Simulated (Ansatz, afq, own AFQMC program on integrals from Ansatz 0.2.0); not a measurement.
# BSiH2, quartet in cc-pVDZ, levels against CCSDT(Q)

```xyz
4

Si    0.0000    0.0000    0.5823
B     0.0000    0.0000   -1.1947
H     0.0000   -1.0760   -1.7057
H     0.0000    1.0760   -1.7057
```

Connectivity, by distances: Si–BH2.

Basis cc-pVDZ. Noble-gas cores (and the filled d shells of Ga–Kr and In–Xe) are frozen. Ansatz 0.2.0 and our own AFQMC program on the same integrals; the CISD trial comes from CCSD amplitudes, and released means the phaseless constraint is let go. Uncertainties: one standard error, sampling alone.

Determinant: UHF, the one that the program's search chose, which needn't be the lowest solution. The geometry is a point of a scan.

No full CI on the walks' own integrals is used here; CCSDT(Q) serves as the reference and is uncertain by about the last step of the cluster series.

Cautions: lower spins were not checked.

- T1 diagnostic: 0.0345
- weight of the determinant in the CISD state: 0.879
- ⟨S²⟩ of the determinant: 3.752
- size of the correlated space: 9 electrons in 36 orbitals

```csv
level,correlation energy (eV)
MP2,-3.6836
CCSD,-4.5684
CCSD(T),-4.7197
```

Q: Estimate where AFQMC with the constraint released lies against CCSD(T) on the same integrals.

A: 3.2 ± 1.4 kJ/mol below CCSD(T).

Reference: CCSDT(Q), correlation energy -4.763 eV. The released energy is read at 2.40 1/Eh (meV from the phaseless value at times in 1/Eh: -18 ± 12 at 0.24, -29 ± 10 at 0.51, -32 ± 8 at 0.99, -19 ± 13 at 1.62, -28 ± 14 at 2.40).

| level | E − E(reference) (kJ/mol) | share of correlation (%) |
| --- | --- | --- |
| CCSD(T) | 4.2 | 99.09 |
| CCSDT | 0.8 | 99.82 |
| ph-AFQMC/CISD | 3.7 ± 0.7 | 99.19 |
| released AFQMC | 1.0 ± 1.4 | 99.79 |

A walk keeps the symmetry of its determinant, which the program's search chose and which needn't be the lowest solution, so a lower state of the same spin and another symmetry isn't excluded. Released energies are given only where the last usable release times agree within the noise; a slower fall can still hide under it.
